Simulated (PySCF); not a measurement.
**`c1cncnc1`, C4H4N2**

Geometry:
```
atom   x (Å)   y (Å)   z (Å)
  C1  -1.149   0.127   0.070
  C2  -0.287   1.216  -0.034
  N3   1.031   1.069  -0.138
  C4   1.485  -0.181  -0.137
  N5   0.762  -1.293  -0.043
  C6  -0.555  -1.133   0.060
  H7  -2.229   0.253   0.155
  H8  -0.672   2.243  -0.033
  H9   2.571  -0.308  -0.222
 H10  -1.161  -2.043   0.137
```

Level of theory: PySCF 2.14.0, GIAO B3LYP/aug-pcSseg-1 magnetisability, rotational g tensor and spin-rotation constants, non-relativistic, gas phase. Geometry: PBE0-D3(BJ)/def2-SVP.

Q: Give the nuclear spin-rotation constants along the inertial axes (H = +C I·J) beside the isotropic shieldings.

A: Rotational constants 6.3052, 6.1176, 3.1050 GHz. A star marks the isotopologue with that one atom substituted, in its own axes.
| atom | isotope | Caa (kHz) | Cbb (kHz) | Ccc (kHz) | mean (kHz) | σ (ppm) |
| --- | --- | --- | --- | --- | --- | --- |
| N3 | 14N | 1.574 | 1.640 | 0.053 | 1.089 | -79.0 |
| N5 | 14N | 1.574 | 1.640 | 0.053 | 1.089 | -79.0 |
| H7 | 1H | -0.705 | 0.743 | -0.331 | -0.098 | 24.2 |
| H8 | 1H | 0.450 | -0.317 | -0.261 | -0.043 | 22.6 |
| H9 | 1H | -0.680 | 0.801 | -0.223 | -0.034 | 22.0 |
| H10 | 1H | 0.452 | -0.319 | -0.261 | -0.043 | 22.6 |
| C1 | 13C* | 2.003 | 3.169 | 0.384 | 1.852 | 50.8 |
| C2 | 13C* | 3.356 | 2.635 | 0.490 | 2.160 | 14.4 |
| C4 | 13C* | 2.506 | 3.325 | 0.614 | 2.148 | 10.5 |

For the geometry as given, no vibrational averaging.

Q: How do the rotational constants and the g tensor change when H7, H8, H9, H10 are replaced by deuterium?

A: Constants 5.4939, 5.3444, 2.7091 GHz; g -0.1084, -0.0846, 0.0262, against -0.0994, -0.1207, 0.0302 before.
